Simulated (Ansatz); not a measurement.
**bcc Ta**

Computed with r²SCAN0 (plane waves, PAW; Ansatz, a first-principles code).

Settings: plane-wave cutoff 520 eV, 14×14×14 k mesh, Fermi–Dirac smearing 0.05 eV, scalar-relativistic PAW data made under PBE.

Cell: relaxed at this level.

```
Property                   Result
------------------  -------------
volume per atom     18.07 Å³/atom
bulk modulus B0           195 GPa
lattice constant a        3.306 Å
```

Measured, for comparison: equilibrium volume per atom 17.95 Å³/atom, lattice constant a 3.299 Å (static lattice: zero-point anharmonic expansion removed; as tabulated in Mejia-Rodriguez and Trickey (2018), arXiv:1807.09216); bulk modulus 198 GPa (corrected for temperature and zero-point phonon effects, our sources range from 194 to 203; as tabulated in Levämäki et al. (2014), arXiv:1402.3671). Computed (rounded) less measured: equilibrium volume per atom +0.7 %, bulk modulus -2 % (inside the range of the sources held), lattice constant a +0.2 %.

Spin–orbit coupling is not included.

The computed numbers hold no vibrational or temperature effects.
